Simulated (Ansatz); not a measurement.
Mulliken charges of `SBCl` from ωB97M-V/def2-TZVPP in Ansatz (PBE0-D4/def2-TZVP geometry).

```json
{"atom": "S1", "x (Å)": "-1.295", "y (Å)": "-0.009", "z (Å)": "-0.324", "charge (e)": "-0.091"}
{"atom": "B2", "x (Å)": "0.403", "y (Å)": "-0.218", "z (Å)": "0.165", "charge (e)": "0.002"}
{"atom": "Cl3", "x (Å)": "0.889", "y (Å)": "-1.739", "z (Å)": "0.869", "charge (e)": "-0.109"}
{"atom": "H4", "x (Å)": "-1.158", "y (Å)": "1.248", "z (Å)": "-0.777", "charge (e)": "0.120"}
{"atom": "H5", "x (Å)": "1.210", "y (Å)": "0.643", "z (Å)": "0.026", "charge (e)": "0.077"}
```

**Question.** By hand: the dipole of these point charges (1 e Å = 4.8032 D).

**Answer.** Σ q r = (-0.024, 0.389, -0.156) e Å, of length 0.420 e Å = 2.02 D.

**Question.** How does the dipole of the full density compare? (Best estimate.)

**Answer.** The calculation gave: (-0.049, 0.287, -0.123) e Å, 1.52 D; the point charges give 1.33 times that, at 6° from its direction.

Point charges leave out the atoms' own dipoles, such as those of lone pairs, and Mulliken's split depends on the basis, so the two needn't agree.
